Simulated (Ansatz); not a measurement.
**B2H, quartet in 6-31G: errors against full CI**

Geometry: a point of a stretch scan, not a stationary point.

```xyz
3

B     0.0000    0.0000   -0.2232
B     0.0000    0.0000   -1.7436
H     0.0000    0.0000    1.9668
```

Basis 6-31G; Ansatz 0.2.0. Correlated methods freeze the noble-gas cores, which leaves 7 electrons in 18 orbitals. R marks a restricted (for open shells ROHF) determinant, U an unrestricted one. Active spaces: valence = (7e, 9o) chosen from the atoms' valence shells; pair = (5e, 5o) about the gap.

Full CI is exact within this basis and frozen core; it isn't the basis-set limit. The frozen core follows each run's orbitals, which can shift R against U totals by a few meV.

Unrestricted rows (U) aren't spin-pure: their determinants' ⟨S²⟩ exceeds S(S+1) by up to 0.71, so they mix in states of higher spin. For open shells CISD and CISDTQ are restricted-active-space CI with the open shells as a complete middle space.

The UHF ⟨S²⟩ is 4.456. The T1 diagnostic (RCCSD) is 0.0435, the largest doubles amplitude (RCCSD) is 0.265 and the T1 diagnostic (UCCSD) is 0.0832.

| level | E − E(full CI) (meV) | share of correlation (%) | wall time |
| --- | --- | --- | --- |
| RHF | 3577 | 0.00 | – |
| UHF | 2527 | 29.34 | – |
| RMP2 | 1291 | 63.91 | – |
| UMP2 | 1071 | 70.06 | – |
| CISD | 384 | 89.27 | 1.1 s |
| RCCSD | 185 | 94.82 | – |
| UCCSD | 188 | 94.74 | – |
| RCCSD(T) | 55 | 98.47 | 2 s |
| UCCSD(T) | 87 | 97.56 | 1.8 s |
| BCCD(T) | 60 | 98.32 | 1.9 s |
| RCCSDT | 12 | 99.66 | – |
| UCCSDT | 10 | 99.72 | – |
| CISDTQ | 10 | 99.73 | 10 s |
| RCCSDT(Q) | 3 | 99.92 | 6.5 s |
| UCCSDT(Q) | 1 | 99.97 | 5.5 s |
| RCCSDTQ | 1 | 99.98 | 41 s |
| UCCSDTQ | 0 | 99.99 | 39 s |
| CASSCF (pair space) | 2011 | 43.78 | – |
| NEVPT2 (pair space) | 659 | 81.58 | 0.4 s |
| MRCISD (pair space) | 148 | 95.87 | – |
| MRCISD+Q (pair space) | 29 | 99.20 | 1.6 s |
| CASSCF (valence space) | 597 | 83.31 | – |
| NEVPT2 (valence space) | 181 | 94.95 | 3.9 s |
| MRCISD (valence space) | 15 | 99.59 | – |
| MRCISD+Q (valence space) | 6 | 99.83 | 8 s |

The correlation energy at full CI, counted from RHF, is -3.577 eV. That run took 11 s on 1 thread of Intel Xeon, shared host over 331,072 determinants.

Times hold each run's SCF and search for its determinant on a shared host, so for small cases they say little of a method's own cost; they ran on 1 thread of Intel Xeon.

The full-CI state has the irrep A2 of C2v, in the program's axes (one component, if the state is degenerate).

Natural occupations of full CI about the gap: 1.954 1.746 0.994 0.976 0.976 0.245 0.036 0.036 0.016 0.006; effectively unpaired electrons, Σ n²(2−n)², 3.40.
